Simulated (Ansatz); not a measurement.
# Scan of [NH2···H···OH], doublet

Starting geometry:

```yaml
atoms:
  - { symbol: N, position_ang: [-1.1775, 0.0111, -0.0261] }
  - { symbol: H, position_ang: [-1.4748, 0.9789, -0.0261] }
  - { symbol: H, position_ang: [-1.4748, -0.3912, 0.8542] }
  - { symbol: H, position_ang: [-0.1651, 0.0111, -0.0261] }
  - { symbol: O, position_ang: [1.1395, 0.0111, -0.0261] }
  - { symbol: H, position_ang: [1.3913, -0.9289, -0.0261] }
```

From there H4 is moved from one fragment to the other while all else, the fragments' distance too, stays fixed; atoms are numbered as listed. Energies are in kJ/mol, counted from the starting geometry at the same level.

Basis cc-pVDZ; Ansatz 0.2.0. Only valence electrons are correlated (noble-gas cores frozen). R marks a restricted (for open shells ROHF) determinant, U an unrestricted one.

HF rows are the lowest solutions found. Coupled cluster chose its determinant by trial CCSD, here up to 0.04 eV above the lowest Hartree–Fock solution of its kind, and MP2 stands on that determinant too.

Full CI isn't at hand for all of this; UCCSDT(Q) serves as the reference, and is uncertain by about the last step of the cluster series. The frozen core follows each run's orbitals, which can shift R against U totals by a few meV.

```
distance N1-H4 (Å)  UCCSDT(Q)  error UHF  error RMP2  error UMP2  error RCCSD  error UCCSD(T)  error RCCSDT
             1.012        0.0        0.0         0.0         0.0          0.0             0.0           0.0
             1.057       -3.0       13.1         2.9         2.0          1.8             0.4           0.2
             1.147       -8.1       37.8       -27.4        -1.8          5.2             0.7           0.9
             1.237      -23.0       27.6        -6.3        -8.2          2.3             0.5           0.4
             1.327      -37.6        8.1       -11.2       -10.4         -0.7             0.0           0.1
```

Errors are those of relative energies. In total energy the starting point itself misses UCCSDT(Q) by: UHF 1025.5, RMP2 105.4, UMP2 104.6, RCCSD 23.8, UCCSD(T) 3.8, RCCSDT 2.0 kJ/mol.

Spread of the error over the points with a reference, to 1.327 Å (largest less smallest): UCCSD(T) 0.8, RCCSDT 0.9, RCCSD 5.9, UMP2 12.4, RMP2 30.3, UHF 37.8 kJ/mol.
